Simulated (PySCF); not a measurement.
CH2O2, SMILES O=CO.

Geometry: PBE0-D3(BJ)/def2-TZVP. Other conformers were not sampled.

The numbers are results of HF/def2-TZVPD run with PySCF, not measurements.

Symmetry labels are those of the subgroup Cs that the program uses (full group Cs).

Task: List the valence orbital energies around the gap with their symmetry. (An estimate is asked for; the answer gives what the named calculation found.)

Result: 
```json
[
 {"orbital": "HOMO−7", "symmetry": "A'", "energy (eV)": "-37.58"},
 {"orbital": "HOMO−6", "symmetry": "A'", "energy (eV)": "-24.43"},
 {"orbital": "HOMO−5", "symmetry": "A'", "energy (eV)": "-19.82"},
 {"orbital": "HOMO−4", "symmetry": "A'", "energy (eV)": "-19.45"},
 {"orbital": "HOMO−3", "symmetry": "A\"", "energy (eV)": "-17.48"},
 {"orbital": "HOMO−2", "symmetry": "A'", "energy (eV)": "-16.49"},
 {"orbital": "HOMO−1", "symmetry": "A\"", "energy (eV)": "-13.58"},
 {"orbital": "HOMO", "symmetry": "A'", "energy (eV)": "-12.92"},
 {"orbital": "LUMO", "symmetry": "A'", "energy (eV)": "1.54"},
 {"orbital": "LUMO+1", "symmetry": "A'", "energy (eV)": "2.29"},
 {"orbital": "LUMO+2", "symmetry": "A'", "energy (eV)": "2.66"},
 {"orbital": "LUMO+3", "symmetry": "A\"", "energy (eV)": "2.84"}
]
```
